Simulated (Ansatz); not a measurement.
# BPH (doublet): wave-function methods side by side, def2-QZVPP

The task here is to estimate one member of a computed series from the others.

Program: Ansatz 0.2.0, Gaussian basis. Level of theory: def2-QZVPP, core rule «outside noble gas», up to 6 orbitals frozen. These are calculated values, not measurements.

To be run: UHF; ROHF; CCSD(T) on UHF.

2 further runs of the same task are left out: 2 set aside as unsound or not needed.

## The geometry

The geometry is a PBE0/def2-TZVP stationary point (not a proven minimum).

3 atoms, charge 0, spin multiplicity 2.

Atoms are counted from 1 here; the program's logs count them from 0.

Bond lengths: B1–P2 1.702 Å, P2–H3 1.528 Å. Angles: B1–P2–H3 53.1°.

The first run:

in.yaml

```yaml
crystal:
  periodic: [false, false, false]
  atoms:
    - {symbol: B, position_ang: [0.000000, -0.102293, 1.246822]}
    - {symbol: P, position_ang: [0.000000, -0.002182, -0.452581]}
    - {symbol: H, position_ang: [0.000000, 1.164234, 0.534513]}
basis:
  gaussian: {orbitals: "def2-QZVPP.json"}
magnetization: {spin_polarized: true, initial_magnetization: 1}
hamiltonian: {xc: hf}
output: {orbitals: {seedname: orbitals}}
```

The run is started by

```
$ ansatz run in.yaml --threads 1 --pin off --events-out ev --progress --plain --max-ram 2393MiB
```

Among the steps run: UHF; ROHF; CCSD(T) on UHF.

One table of the session follows, with a row left open; its other results are not shown here.

It belongs to the step «Misses and costs». 

| method | from UCCSD(T) (meV) |
| --- | --- |
| ROHF | +7513.2 |
| UHF | ? |
| UMP2 | +1157.4 |
| UCCSD | +455.8 |
| UCCSD(T) | 0 |

Q: Estimate the row for UHF from the others.

The run gave: from UCCSD(T) (meV): +7358.4. In the column «from UCCSD(T) (meV)» it lies between UMP2 (+1157.4) and ROHF (+7513.2).
